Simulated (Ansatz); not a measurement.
System: solid bromine. Method: rVV10 (plane waves, PAW; Ansatz, a first-principles code).

Numerical settings: plane-wave cutoff 500 eV, 6×6×4 k mesh (along the axes of the cell as run), gaussian smearing 0.02 eV, scalar-relativistic PAW data made under PBE.

Computed at the level's own relaxed cell.

Question: Estimate the volume per atom, lattice parameter a, lattice parameter b and lattice parameter c that the calculation returns.

Answer: 
volume per atom: 30.82 Å³/atom
lattice parameter a: 6.834 Å
lattice parameter b: 4.173 Å
lattice parameter c: 8.648 Å

Computed values are for the static lattice.
